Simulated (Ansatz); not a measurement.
`[O]=[Mg]`. Total charge 0; spin multiplicity 1. The geometry is a stationary point of PBE0-D4/def2-TZVP.

```xyz
2

O    -0.307   -0.784   -0.201
Mg    0.307    0.784    0.201
```

Q: What is the dipole moment at r2SCAN/def2-TZVPP? (Estimate.)

A: Computed: 7.32 D, with components (2.60, 6.63, 1.70) D in this frame, pointing from negative to positive charge.

Q: And with PBE, B3LYP, ωB97M-V? (Estimate.)

A: Ansatz gave: PBE 6.91 D, B3LYP 7.34 D, ωB97M-V 7.95 D.

Q: Give the Mulliken charges with r2SCAN, B3LYP, PBE in def2-TZVPP. (Best estimate.)

A: Computed: 
```
atom  r2SCAN  B3LYP    PBE
  O1   -0.69  -0.70  -0.63
 Mg2    0.69   0.70   0.63
```

B3LYP here is the variant with VWN-RPA as its local correlation; programs differ in this.
